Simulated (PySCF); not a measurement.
# CHN: the cost of one run

Programs: PySCF 2.14.0, with density-fitted response routines of our own. Each step states its level of theory. These are calculated values for one molecule in the gas phase, unless marked as measured. Atoms are numbered from 0 throughout.

### 1 The starting structure

3 atoms, charge 0, multiplicity 1; geometry from: MMFF94s.

Bonds of the start (Å): C0–N1 1.16, C0–H2 1.07.

### 2 Optimising the geometry at PBE0-D3(BJ)/def2-SVP

What the job is given:

```
{"job": {"xc": "PBE0", "basis": "def2-SVP", "d3": "d3bj", "grid": 1, "kind": "geom"}, "charge": 0, "multiplicity": 1}
C     -0.031663    -0.000475    -0.000000
N      1.128206     0.016922     0.000000
H     -1.096543    -0.016447    -0.000000
```

Command:

```console
$ OMP_NUM_THREADS=1 python probes_run.py task.json out
```

One launch serves the whole session: the jobs run in the order shown.

Q: Estimate the wall time and peak memory of this first job on 1 thread of Arm Neoverse V2, shared host.

About 1.2 s, with a peak of 0.23 GiB.
